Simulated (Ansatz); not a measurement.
# AlH2Cl (built from SMILES [AlH2][Cl]): single points off equilibrium

Aim: energy, forces and dipole at a displaced guess of a reacting structure, from CCSD(T) and from density functionals.

The runs use Ansatz 0.2.0, Gaussian basis; single points in def2-TZVPP.

Correlated methods freeze the cores. B3LYP uses VWN-RPA correlation.

### Step 1. The system as given

4 atoms, charge 0, spin multiplicity 1.

Atoms are counted from 1 here; the program's logs count them from 0.

Bond lengths: Al1–Cl2 2.536 Å, Al1–H3 1.930 Å, Al1–H4 1.572 Å. Angles: Cl2–Al1–H3 43.4°, Cl2–Al1–H4 169.8°, H3–Al1–H4 142.4°.

Geometry (Å):

```mol
AlClH2
  3D, bonds by distance, orders not assigned

  4  3  0  0  0  0  0  0  0  0999 V2000
   -0.4244   -0.1911    0.4270 Al  0  0
    1.2053   -0.5212   -1.4879 Cl  0  0
    0.9155    0.8685   -0.4719 H   0  0
   -1.6262   -0.0858    1.4356 H   0  0
  1  2  8  0
  1  3  8  0
  1  4  8  0
M  END
```

### Step 2. CCSD(T)/def2-TZVPP

run/in.yaml

```yaml
crystal:
  periodic: [false, false, false]
  atoms:
    - {symbol: Al, position_ang: [-0.424400, -0.191100, 0.427000]}
    - {symbol: Cl, position_ang: [1.205300, -0.521200, -1.487900]}
    - {symbol: H, position_ang: [0.915500, 0.868500, -0.471900]}
    - {symbol: H, position_ang: [-1.626200, -0.085800, 1.435600]}
basis:
  gaussian: {orbitals: def2-TZVPP}
correlation: {method: ccsd_t}
output: {forces: true}
```

No record of the launch command was kept for these runs.

### Step 3. PBE0-D4/def2-TZVPP

Edit run/in.yaml of step 2 so:

```diff
@@ -9,3 +9,3 @@
   gaussian: {orbitals: def2-TZVPP}
-correlation: {method: ccsd_t}
-output: {forces: true}
+hamiltonian: {xc: pbe0, dispersion: d4}
+output: {forces: true, orbitals: {seedname: orbitals}}
```

### Step 4. wB97M-V/def2-TZVPP

Edit run/in.yaml of step 3 so:

```diff
@@ -9,3 +9,3 @@
   gaussian: {orbitals: def2-TZVPP}
-hamiltonian: {xc: pbe0, dispersion: d4}
-output: {forces: true, orbitals: {seedname: orbitals}}
+hamiltonian: {xc: {name: wB97M-V}}
+output: {forces: true}
```

### Step 5. r2SCAN-D4/def2-TZVPP

Edit run/in.yaml of step 4 so:

```diff
@@ -9,3 +9,3 @@
   gaussian: {orbitals: def2-TZVPP}
-hamiltonian: {xc: {name: wB97M-V}}
+hamiltonian: {xc: r2scan, dispersion: d4}
 output: {forces: true}
```

### Step 6. PBE-D4/def2-TZVPP

Edit run/in.yaml of step 5 so:

```diff
@@ -9,3 +9,3 @@
   gaussian: {orbitals: def2-TZVPP}
-hamiltonian: {xc: r2scan, dispersion: d4}
+hamiltonian: {xc: pbe, dispersion: d4}
 output: {forces: true}
```

### Step 7. SPW92/def2-TZVPP

Edit run/in.yaml of step 6 so:

```diff
@@ -9,3 +9,3 @@
   gaussian: {orbitals: def2-TZVPP}
-hamiltonian: {xc: pbe, dispersion: d4}
+hamiltonian: {xc: lda}
 output: {forces: true}
```

### Step 8. B3LYP-D4/def2-TZVPP

Edit run/in.yaml of step 7 so:

```diff
@@ -9,3 +9,3 @@
   gaussian: {orbitals: def2-TZVPP}
-hamiltonian: {xc: lda}
+hamiltonian: {xc: {name: B3LYP}, dispersion: d4}
 output: {forces: true}
```

(Steps that only read results are left out.)

What does the calculation give? Wanted: energy less free atoms, CCSD(T)/def2-TZVPP; RMS force component; RMS force error; HOMO and LUMO, PBE0-D4; T1 diagnostic.

As calculated:

| quantity | value |
| --- | --- |
| energy less free atoms, CCSD(T)/def2-TZVPP | -586.5 kJ/mol |
| RMS force component | 1.246 to 1.424 eV/Å over the methods |
| RMS force error | PBE0-D4 0.118, wB97M-V 0.158, r2SCAN-D4 0.087, PBE-D4 0.194, SPW92 0.240, B3LYP-D4 0.164 eV/Å |
| HOMO and LUMO, PBE0-D4 | -5.38 and -2.96 eV |
| T1 diagnostic | 0.022 |

**Reading.** Against CCSD(T) the functionals' energies less atoms differ by -170.7 to -19.9 kJ/mol, PBE-D4 by -54.6 kJ/mol. CCSD(T) in triple zeta still lacks some correlation energy of the bonds, so part of these gaps is its own basis error and they don't rank the functionals. On forces the order runs from r2SCAN-D4 to SPW92. Frozen-core CCSD(T) forces in triple zeta carry basis errors of their own, and this is one geometry, so small gaps rank nothing. The restricted Hartree–Fock reference is unstable towards an unrestricted one at one or more of these structures.
